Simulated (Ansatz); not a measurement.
## Molecular dynamics of BF2H

Input file:

```yaml
crystal:
  periodic: [false, false, false]
  atoms:
    - { symbol: B, position_ang: [0.0, 0.0, 0.007667] }
    - { symbol: H, position_ang: [0.0, 0.0, 1.208348] }
    - { symbol: F, position_ang: [1.140573, 0.0, -0.673008] }
    - { symbol: F, position_ang: [-1.140573, 0.0, -0.673008] }
basis:
  gaussian: { orbitals: "6-31G*" }
hamiltonian:
  xc: pbe
  dispersion: d4
md:
  timestep: 0.5
  n_steps: 150
  ensemble: nvt_langevin
  temperature: 500.0
  initial_velocities: maxwell_boltzmann
  seed: 355362
  friction: 0.02
  temperature_schedule:
    - { n_steps: 37, end_temperature: 500.0 }
    - { n_steps: 113, end_temperature: 1500.0 }
```

Run as:

```bash
$ ansatz run input.yaml --threads 1 --pin off --max-ram 2048MiB --backend cpu --events-out ev --progress --plain --runs-dir out
```

It starts from a relaxed structure.

Output, in part (step lines, the closing report, with atoms numbered from 0):

```
md step     0: t =     0.00 fs  T =   375.0 K (target 500.0 K)  F+E_penalty+E_count = -6122.71036699 eV  E_kin = 0.193890 eV  (24 SCF iters)
md step     1: t =     0.50 fs  T =   411.7 K (target 500.0 K)  F+E_penalty+E_count = -6122.70972722 eV  E_kin = 0.212853 eV  (27 SCF iters)
md step     2: t =     1.00 fs  T =   400.0 K (target 500.0 K)  F+E_penalty+E_count = -6122.70827126 eV  E_kin = 0.206802 eV  (27 SCF iters)
md step     3: t =     1.50 fs  T =   354.8 K (target 500.0 K)  F+E_penalty+E_count = -6122.70655946 eV  E_kin = 0.183426 eV  (27 SCF iters)
md step     4: t =     2.00 fs  T =   355.1 K (target 500.0 K)  F+E_penalty+E_count = -6122.70446880 eV  E_kin = 0.183583 eV  (27 SCF iters)
md step     5: t =     2.50 fs  T =   351.0 K (target 500.0 K)  F+E_penalty+E_count = -6122.70212148 eV  E_kin = 0.181496 eV  (27 SCF iters)
md step     6: t =     3.00 fs  T =   310.6 K (target 500.0 K)  F+E_penalty+E_count = -6122.69912676 eV  E_kin = 0.160580 eV  (27 SCF iters)
md step     7: t =     3.50 fs  T =   333.3 K (target 500.0 K)  F+E_penalty+E_count = -6122.69531332 eV  E_kin = 0.172344 eV  (27 SCF iters)
[... lines left out ...]
Total energy: -6122.59762641 eV, -225.0013127249 hartree
Atom 0 at     0.093469    -0.130346     0.341215 Å, force     0.906642     1.308294    -0.786712 eV/Å
Atom 1 at     0.132846    -0.315218     1.524021 Å, force     0.017448    -0.316831    -0.061043 eV/Å
Atom 2 at     1.151117     0.297960    -0.373177 Å, force     0.271101    -0.466796     0.752352 eV/Å
Atom 3 at    -1.002120    -0.093322    -0.379868 Å, force    -1.195192    -0.524668     0.095403 eV/Å
Dipole moment:    -0.016886    -0.083356     0.160779 e Å
```

The steps, from the saved trajectory:

| time (fs) | T (K) | potential energy less start (eV) |
| --- | --- | --- |
| 0.0 | 375 | 0.000 |
| 2.5 | 351 | 0.008 |
| 5.0 | 372 | 0.029 |
| 7.5 | 284 | 0.053 |
| 10.0 | 306 | 0.051 |
| 12.5 | 354 | 0.052 |
| 15.0 | 335 | 0.058 |
| 17.5 | 254 | 0.081 |
| 20.0 | 233 | 0.114 |
| 22.5 | 147 | 0.124 |
| 25.0 | 199 | 0.107 |
| 27.5 | 280 | 0.067 |
| 30.0 | 229 | 0.056 |
| 32.5 | 218 | 0.066 |
| 35.0 | 229 | 0.086 |
| 37.5 | 420 | 0.089 |
| 40.0 | 498 | 0.114 |
| 42.5 | 443 | 0.139 |
| 45.0 | 281 | 0.141 |
| 47.5 | 391 | 0.112 |
| 50.0 | 516 | 0.087 |
| 52.5 | 442 | 0.091 |
| 55.0 | 484 | 0.096 |
| 57.5 | 445 | 0.100 |
| 60.0 | 732 | 0.063 |
| 62.5 | 668 | 0.047 |
| 65.0 | 607 | 0.085 |
| 67.5 | 685 | 0.116 |
| 70.0 | 762 | 0.109 |
| 72.5 | 568 | 0.119 |
| 75.0 | 708 | 0.113 |

The run went to its last step. The schedule's set-point averaged 1168 K over the second half and the system 558 K, so it lags behind the ramp. A run of 0.075 ps of so small a system gives no equilibrium averages.

The same pairs are bonded in the first frame and the last. Pairs count as bonded within 1.25 times the sum of covalent radii (0.12 Å more for H–H).

Last frame:

```xyz
4
Properties=species:S:1:pos:R:3
B 0.093 -0.130 0.341
H 0.133 -0.315 1.524
F 1.151 0.298 -0.373
F -1.002 -0.093 -0.380
```

Time of the run: 69 s on 1 thread of AMD EPYC 7B13 (Zen 3), with other jobs on the host, peak memory 0.09 GiB.
